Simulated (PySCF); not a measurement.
Compound: C3H5FS.
Cartesian coordinates in Å at the PBE0-D3(BJ)/def2-SVP level; atoms count from 1:
```
atom  x, y, z in Å
F1    -1.772   -0.144    0.775
C2    -1.080    0.379   -0.288
C3     0.252   -0.336   -0.444
C4     1.135   -0.170    0.747
S5     2.653    0.382    0.730
H6    -1.686    0.256   -1.201
H7    -0.927    1.457   -0.111
H8     0.766    0.016   -1.352
H9     0.039   -1.414   -0.566
H10    0.660   -0.454    1.701
```

The calculation used MP2 and CCSD/aug-cc-pVDZ in PySCF, restricted Hartree–Fock reference, frozen core, non-relativistic, gas phase, PBE0-D3(BJ)/def2-SVP geometry.

E(HF) = -613.48478 Eh.

(1) How large is the problem?

(2) What are the MP2 and CCSD correlation energies?

(3) What is the T1 diagnostic?

(4) How does correlation change the dipole moment?

## Answers

(1) 164 basis functions and 48 electrons; 9 orbitals frozen, which leaves o = 15 correlated occupied and v = 140 virtual orbitals. That is o·v = 2100 singles and o·v(o·v + 1)/2 = 2206050 distinct closed-shell doubles amplitudes before symmetry; the costliest CCSD step grows as o²v⁴ = 8.6 × 10^10.

(2) MP2 -0.7688 Eh and CCSD -0.8151 Eh, which gives totals of -614.25356 and -614.29990 Eh. That is 0.739 eV for each correlated electron at CCSD (2140 kJ/mol in all, 0.133 % of the total energy); MP2 gives 94.3 % of the CCSD value.

(3) 0.0152, below the customary warning level of 0.02. It is the norm of the spatial-orbital singles amplitudes over the root of the number of correlated electrons, so the norm is 0.083.

(4) HF gives 2.45 D and CCSD (unrelaxed density) 1.97 D, a change of -0.48 D; the two vectors are 7° apart.

No triples correction and no basis-set extrapolation were made.

One conformer stands for the species.
